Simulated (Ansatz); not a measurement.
**Si3N4 (P31c, No. 159)**

Calculation: LDA (Ansatz, a quantum-chemistry and plane-wave program, plane waves, PAW).

Numerical settings: plane-wave cutoff 520 eV, 6×6×6 k mesh, scalar-relativistic PAW data made under PBE.

Cell: relaxed at this level.

For Si3N4 (P31c, No. 159), the voigt–Reuss–Hill bulk modulus is 236 GPa and the voigt–Reuss–Hill shear modulus (Hill average) is 134 GPa. The Young modulus is 338 GPa and the Poisson ratio comes out as 0.261.

Note: the relaxation could not lower the start's symmetry, so the cell can be a saddle point above a distorted one.

Elastic constants are with the ions relaxed.

The computed numbers hold no vibrational or temperature effects.

The result took about 2.1 core-hours (a rough figure).
